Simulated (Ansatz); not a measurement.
in.yaml

```yaml
crystal:
  periodic: [false, false, false]
  atoms:
    - {symbol: Al, position_ang: [-0.015433, -0.009008, 0.209240]}
    - {symbol: P, position_ang: [-0.016266, -0.025151, -1.946113]}
    - {symbol: H, position_ang: [0.031698, 0.034159, 1.736873]}
basis:
  gaussian: {orbitals: cc-pVDZ}
magnetization: {spin_polarized: false, initial_magnetization: 1}
hamiltonian: {xc: {name: PBE0}}
correlation: {method: ccsd_t, electrons: valence}
output: {forces: true}
```

```sh
$ ansatz run in.yaml --threads 1 --pin off --events-out ev --progress --plain --max-ram 2393MiB
```

The program prints:

```
416 factors; integrals over basis functions are off by at most 1.1e-3 eV
mean field evaluation 1: about -15892.0056 eV, gradient 1.5e1 eV
mean field evaluation 2: about -15892.0523 eV, gradient 1.5e1 eV
mean field evaluation 4: about -15893.1043 eV, gradient 2.9e0 eV
mean field evaluation 8: about -15893.1617 eV, gradient 1.4e-1 eV
mean field evaluation 16: about -15893.1619 eV, gradient 7.9e-5 eV
mean field evaluation 32: about -15893.1619 eV, gradient 3.1e-5 eV
mean field evaluation 64: about -15893.1619 eV, gradient 2.9e-10 eV
mean field evaluation 96: about -15893.1619 eV, gradient 7.1e-3 eV
mean field evaluation 128: about -15893.1618 eV, gradient 5.7e-2 eV
mean field evaluation 160: about -15893.1619 eV, gradient 7.5e-8 eV
mean field -15893.16186806 eV, -584.0629258790 hartree, gradient 2.9e-10 eV, S^2 0.750000; 3 other end points of the search recorded, 0 dependent functions left out
...
cycle  27  -5.10466860 eV  change    7.0e-9 eV  update   1.1e-8
cycle  28  -5.10466860 eV  change  -3.1e-10 eV  update   9.9e-9
cycle   1  -5.10466835 eV  update   1.1e-7
cycle   2  -5.10466835 eV  change   -2.5e-9 eV  update   4.1e-8
cycle   3  -5.10466832 eV  change    2.8e-8 eV  update   1.9e-8
cycle   4  -5.10466832 eV  change    1.0e-9 eV  update   1.1e-8
cycle   5  -5.10466832 eV  change    2.6e-9 eV  update   5.4e-9
cycle   6  -5.10466832 eV  change  -5.0e-10 eV  update   2.5e-9
cycle   7  -5.10466832 eV  change   8.2e-11 eV  update   1.1e-9
cycle   8  -5.10466832 eV  change  -2.5e-10 eV  update  5.5e-10
perturbative correction -0.23372901 eV, -0.0085893826 hartree
the calculation of the forces begins
Total energy: -15874.21323779 eV, -583.3665765607 hartree
Atom 0 at    -0.015433    -0.009008     0.209240 Å, force     0.009001     0.004320    -0.251308 eV/Å
Atom 1 at    -0.016266    -0.025151    -1.946113 Å, force    -0.014769    -0.014407    -0.600456 eV/Å
Atom 2 at     0.031698     0.034159     1.736873 Å, force     0.005768     0.010087     0.851763 eV/Å
Dipole moment:    -0.009083    -0.002656     0.489278 e Å
```

Forces (eV/Å):
```
Al   0.009  0.004 -0.251
P   -0.015 -0.014 -0.600
H    0.006  0.010  0.852
```

Ran on 1 thread of Intel Xeon, shared host: 1.7 min wall, 0.16 GiB peak host memory.
